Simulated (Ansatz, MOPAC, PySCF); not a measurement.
# Rock-salt MgO, band gap

Reference value: 8.36 eV (measured, zero-point renormalisation of 0.53 eV added back here (the table's ZPR column); inputs from Chen et al. (2018), doi:10.1103/physrevmaterials.2.073803).

```tsv
level (code)	value (eV)	cell (Å³/atom)	error (eV)
AM1 semi-empirical Hartree-Fock (MOPAC)	10.52	9.31	+2.16
PBE (Ansatz)	4.78 (direct)	9.31	-3.58
PBE-D4 (Ansatz)	4.65 (direct)	9.43	-3.71
r²SCAN+rVV10 (Ansatz)	5.71 (direct)	9.23	-2.65
PBE0 (Ansatz)	7.26 (direct)	9.31	-1.10
Hartree–Fock (Ansatz)	15.67 (direct)	9.31	+7.31
G0W0@PBE (PySCF)	7.38 ± 0.02	9.31	-0.98
```

Leaving aside AM1 semi-empirical Hartree-Fock (MOPAC) (doubt noted below): Closest of the ranked levels: G0W0@PBE (-0.98 eV). Farthest off among them: Hartree–Fock (+7.31 eV). Every ranked level misses the reference by more than 0.2 eV. Even the nearest is off by 0.98 eV.

Published values of wave-function and many-body methods: 8.34 eV (published EOM-CCSD value, GTH pseudopotentials, extrapolated to the thermodynamic and basis limits; Vo et al. (2024), arXiv:2310.03887).

Density-functional gaps are differences of (generalised) Kohn–Sham levels of a static lattice; semilocal ones lie below quasiparticle gaps as a rule. Measured gaps hold zero-point and thermal shifts unless a correction is named.  A ± on a computed value is a rough bar: the spread of its extrapolation, a floor set from checks against published values, or a statistical error. AM1 semi-empirical Hartree-Fock (MOPAC): the gap is read on the k mesh or supercell of the run alone and can be too large. AM1 semi-empirical Hartree-Fock (MOPAC): the method was fitted mainly to molecules. AM1 semi-empirical Hartree-Fock (MOPAC): gaps of these semi-empirical methods are Hartree–Fock-like level differences, and their formation enthalpies are fitted 298 K values. Values are at the measured cell; PBE-D4 at the level's own relaxed cell; r²SCAN+rVV10 at the level's own relaxed cell. Cutoffs and k meshes differ between the levels. Ansatz's density-functional and Hartree–Fock values are scalar-relativistic unless marked +SOC, with PAW data made under PBE.

Differences are worked out from the printed values.

Ansatz is a quantum-chemistry and plane-wave program.
